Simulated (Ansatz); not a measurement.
System: C$_{2}$H$_{4}$N, charge 1, singlet. C2H4N+ (SMILES CC#[NH+]).
B3LYP-D3(BJ)/def2-TZVP minimum from Ansatz (a first-principles code):
```xyz
7

C     -0.0096     0.0076    -1.2657
C      0.0013    -0.0010     0.1678
N      0.0099    -0.0079     1.3057
H      0.0063     1.0433    -1.6163
H      0.8734    -0.5230    -1.6324
H     -0.9166    -0.4909    -1.6186
H      0.0175    -0.0140     2.3151
```
Charge +1, spin multiplicity 1.

Total energies in cc-pVDZ, 16 correlated electrons, 3 frozen orbitals. Radicals and triplets start from unrestricted determinants; spin-orbit coupling is neglected. Correlated methods leave the cores frozen. No relativity.

```json
[
 {"method": "HF", "program": "Ansatz", "energy (Eh)": "-132.24890", "minus CCSDT(Q) (mEh)": "458.51"},
 {"method": "MP2", "program": "Ansatz", "energy (Eh)": "-132.66419", "minus CCSDT(Q) (mEh)": "43.21"},
 {"method": "CCSD", "program": "Ansatz", "energy (Eh)": "-132.68985", "minus CCSDT(Q) (mEh)": "17.55"},
 {"method": "CCSD(T)", "program": "Ansatz", "energy (Eh)": "-132.70549", "minus CCSDT(Q) (mEh)": "1.91"},
 {"method": "CCSDT(Q)", "program": "Ansatz", "energy (Eh)": "-132.70740", "minus CCSDT(Q) (mEh)": "0.00"}
]
```

Rough core times of Ansatz's runs on a shared machine: CCSD(T) under 20 s, CCSDT(Q) 2 min.
